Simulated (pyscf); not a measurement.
F–GeH: [singlet] + NH₃ → HN=GeH–F + H₂, a concerted two-bond exchange (singlet surface; H–N, H–N broken, Ge–N, H–H formed). Optimised with ωB97X-D3(BJ)/def2-SVP in PySCF. Energies in eV from the separated reactants.

Small-basis levels: PySCF, no dispersion term, spherical d functions. AM1 to PM7: differences of heats of formation from MOPAC, which are fitted to 298 K values and so differ in kind from electronic energies by zero-point and thermal terms. GFN2-xTB: tblite. Cost: rough CPU time at the saddle relative to B3LYP/6-31G*+LANL2DZ, from one job on a shared machine.

| level | barrier | reaction energy | cost |
|---|---|---|---|
| B3LYP/LANL2DZ | 2.68 | +1.50 | 0.9 |
| M06-2X/6-31G*+LANL2DZ | 3.16 | +1.20 | 3 |
| B3LYP/6-311+G**+LANL2DZ | 3.03 | +1.57 | 2 |
| GFN2-xTB | 3.00 | +1.81 | under 0.02 |
| AM1 | 2.83 | +1.15 | under 0.02 |
| PM3 | 0.98 | -1.41 | under 0.02 |
| PM6 | 1.66 | -0.82 | under 0.02 |
| ωB97M-D3(BJ)/def2-TZVP | 3.39 | +1.51 | – |

Against the last row the barrier runs from -2.41 (PM3) to -0.23 eV (M06-2X/6-31G*+LANL2DZ). ωB97M-D3(BJ)/def2-TZVP has limits of its own. On the reactant side the descent ends in an adduct with a Ge–N contact, 1.09 eV under the separated species and 4.46 eV under the saddle at ωB97X-D3(BJ)/def2-TZVP. What is counted as formed (Ge–N) is already present as a longer contact in the reactant adduct; forming that adduct is a step of its own. The same reactants have a lower exit, to H₂N–GeH: [singlet] + HF (highest point, the separated products, at +0.33 eV at ωB97M-D3(BJ)/def2-TZVP, against +3.39 eV here). HN=GeH–F lies 2.34 eV over its isomer H₂N–Ge:–F [singlet] (electronic energy, ωB97M-D3(BJ)/def2-TZVP). This is the saddle that the search found; another between the same sides may lie lower. One closed-shell reference is unstable to symmetry breaking; treat the single-reference values with care. In the def2 sets elements up to Kr have no core potential.
